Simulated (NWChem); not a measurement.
**Basis-set convergence for methanethiol (CH$_{4}$S)**

```xyz
6

C      1.0546     0.4794     0.0000
S     -0.5765    -0.3455     0.0000
H      1.2086     1.0963     0.9067
H      1.8077    -0.3318     0.0000
H      1.2086     1.0963    -0.9067
H     -1.3282     0.7906     0.0000
```
Charge 0, spin multiplicity 1.

Everything below was run with NWChem. All single points use one geometry, from PBE/def2-SVP, a minimum by its harmonic frequencies.

Quantity: LUMO energy at the level PBE.

The Pople sets run with spherical d functions.

```json
[
 {"basis": "STO-3G", "functions": "18", "LUMO energy (eV)": "[?]"},
 {"basis": "6-31+G*", "functions": "48", "LUMO energy (eV)": "[?]"},
 {"basis": "6-311G**", "functions": "68", "LUMO energy (eV)": "-0.48"},
 {"basis": "aug-pcseg-1", "functions": "86", "LUMO energy (eV)": "-0.94"},
 {"basis": "aug-cc-pVDZ", "functions": "86", "LUMO energy (eV)": "-0.92"},
 {"basis": "def2-TZVPD", "functions": "119", "LUMO energy (eV)": "[?]"},
 {"basis": "pcseg-2", "functions": "120", "LUMO energy (eV)": "-0.74"},
 {"basis": "aug-cc-pVTZ", "functions": "188", "LUMO energy (eV)": "-0.94"},
 {"basis": "cc-pVQZ", "functions": "234", "LUMO energy (eV)": "-0.66"},
 {"basis": "def2-QZVP", "functions": "247", "LUMO energy (eV)": "-0.74"}
]
```

Problem. What belongs in the gaps?

Solution. 
- STO-3G, LUMO energy (eV): 5.40
- 6-31+G*, LUMO energy (eV): -0.76
- def2-TZVPD, LUMO energy (eV): -0.85
